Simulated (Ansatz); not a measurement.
Basis-set extrapolation for `CN=C(Cl)Cl` (PBE0-D4/def2-TZVP geometry, frozen core, Ansatz 0.2.0). Multiplicity 1, RHF reference.

```tsv
	def2-TZVPP	def2-QZVPP
HF	-1050.974420	-1051.005745
MP2 correlation	-0.911871	-0.986132
CCSD(T) correlation	-0.998205	not run
```

Energies in hartree. Use E(X) = E(∞) + A·exp(−7.88·√X) for Hartree–Fock and E(X) = E(∞) + B·X^(−2.97) for correlation, with X = 3 and 4, and add CCSD(T) minus MP2 of the smaller set to the MP2 limit.

What is the CCSD(T) energy at the basis-set limit?

HF limit: -1051.005745 + (-0.031325) × 0.13774 = -1051.01006. MP2 limit: -0.986132 + (-0.074261) × 0.74074 = -1.04114. Higher-order term: -0.998205 − (-0.911871) = -0.08633. Total: -1052.13753 hartree, 4.49 eV below CCSD(T)/def2-TZVPP.
